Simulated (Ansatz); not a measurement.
Compare A (`FCC1=CC1`) with its isomer B (`CC1C=C1F`).

Gas-phase electronic energies from Ansatz, PBE0-D4/def2-TZVP geometries. CCSD(T)/CBS adds triple-zeta CCSD(T) − MP2 to the extrapolated MP2 energy (def2 sets, frozen cores). DFT in def2-TZVPP. B3LYP here is the variant with VWN-RPA as its local correlation; programs differ in this. One conformer a species, not always the lowest.

Problem. Which is lower in electronic energy at CCSD(T)/CBS, and by how much? (Best estimate.)

Solution. The calculation gave: A, by 16.2 kJ/mol.

Problem. Give E(B) − E(A) in kJ/mol with B2PLYP, r2SCAN-D4, LDA (SPW92), B3LYP, MP2/def2-TZVPP, CCSD(T)/def2-SVP, HF/def2-TZVPP. (Best estimate.)

Solution. Ansatz gave: B2PLYP 16.5, r2SCAN-D4 12.8, LDA (SPW92) 4.4, B3LYP 17.3, MP2/def2-TZVPP 14.4, CCSD(T)/def2-SVP 8.9, HF/def2-TZVPP 27.8. None reverses the order clearly.

Problem. Does the order hold for the free energy at 298.15 K (harmonic terms from PBE0-D4)? (An estimate is asked.)

Solution. Ansatz gave: Yes: G(B) − G(A) = +15.6 kJ/mol, for one conformer each.

Largest T1 diagnostic: 0.011.

At CCSD(T), def2-SVP lies −7.3 kJ/mol from the extrapolated value and def2-TZVPP −1.1 kJ/mol. From PBE to PBE0 (25 % exact exchange), in def2-TZVPP and without D4, E(B) − E(A) moves by +3.5 kJ/mol.
